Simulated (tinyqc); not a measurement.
Ways to converge the cycle: SCF convergence aids in the sto-3g basis, for H2O, spin multiplicity 1. Computed by the program tinyqc with PySCF. RHF with one setting changed at a time; a run stops when the energy changes by less than 1e-09 hartree and the error matrix is below 1e-5. The start is the Wolfsberg-Helmholz matrix. Damping d keeps d of the old density; a shift (hartree) raises the virtual levels; DIIS n extrapolates F over n matrices.

Geometry (angstrom):
```
atom       x        y       z
O     0.0000   0.0000  0.0000
H     0.0000   0.9140  0.7920
H     0.0000  -0.9140  0.7920
```

lowest restricted solution found by these runs and by PySCF = -74.892674 hartree

Largest element of the error matrix X^T (FDS - SDF) X:
```
iteration    plain  damping 0.3  damping 0.6  shift 0.4   DIIS 3   DIIS 8
1          5.0e-01      5.0e-01      5.0e-01    5.0e-01  5.0e-01  5.0e-01
2          1.3e-01      1.4e-01      2.8e-01    1.7e-01  1.3e-01  1.3e-01
3          3.1e-02      7.4e-02      1.6e-01    9.5e-02  3.7e-02  3.7e-02
4          1.2e-02      3.8e-02      1.0e-01    4.7e-02  6.3e-03  6.3e-03
5          4.4e-03      2.0e-02      7.3e-02    2.3e-02  2.0e-03  1.9e-03
6          1.9e-03      1.0e-02      5.3e-02    1.2e-02  9.8e-04  5.7e-05
8          4.1e-04      2.9e-03      2.8e-02    3.6e-03  1.7e-05  4.5e-09
10         1.0e-04      9.4e-04      1.5e-02    1.6e-03        -        -
14         7.7e-06      1.5e-04      4.1e-03    3.4e-04        -        -
20               -      1.4e-05      7.0e-04    3.2e-05        -        -
30               -            -      6.1e-05          -        -        -
```

How each run ends:
```
run          iterations  E (hartree)         state
plain                14    -74.89267  lowest found
damping 0.3          22    -74.89267  lowest found
damping 0.6          41    -74.89267  lowest found
shift 0.4            24    -74.89267  lowest found
DIIS 3                9    -74.89267  lowest found
DIIS 8                8    -74.89267  lowest found
```

What does the comparison show, and why?

6 of 6 runs reach the lowest restricted solution found, in 8 to 41 iterations (fastest: DIIS 8). Plain steps already contract here, so damping only slows them. DIIS 3 and DIIS 8 gain by cancelling the error over several earlier matrices, much as a quasi-Newton step does.
